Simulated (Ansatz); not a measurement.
For SnSe (Pnma, No. 62), PBE in Ansatz (PAW) gives:

| Quantity | Result |
|---|---|
| equilibrium volume per atom | 28.32 Å³/atom |
| formation enthalpy | -0.459 eV/atom |

Question: What does r²SCAN-D4 in Ansatz (plane waves, PAW) give for the same quantities?

Answer: 
- equilibrium volume per atom: 27.97 Å³/atom (falls by 1.2 %)
- formation enthalpy: -0.528 eV/atom (moves by -0.069 eV/atom)

For comparison: equilibrium volume per atom 26.41 Å³/atom (measured, temperature not stated, not corrected to a static lattice, from a published cell, pressure not stated; as tabulated in Journal of Physics and Chemistry of Solids 47, 879 (1986)).

Changes are worked out from the printed values.

Unless a cell is named, each level is at its own relaxed cell (PBE 28.32, r²SCAN-D4 27.97 Å³/atom).

Levels without +SOC leave out spin–orbit coupling, which shifts energies and cells of such heavy elements.

Ansatz's density-functional and Hartree–Fock values are scalar-relativistic unless marked +SOC, with PAW data made under PBE.

Ansatz is a first-principles code.
